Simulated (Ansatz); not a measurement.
Species: C3H4, SMILES `C=C=C` (charge 0, multiplicity 1), formula C3H4.

Q: How many basis functions does frozen-core CCSD(T)/cc-pVTZ // B3LYP-D3(BJ)/def2-TZVP (Ansatz, a program for electronic structure) use, how many core orbitals are frozen, and how many electrons are correlated?

A: 146 basis functions and 3 frozen orbitals, which leaves 16 correlated electrons. Core time is of the order of seconds.
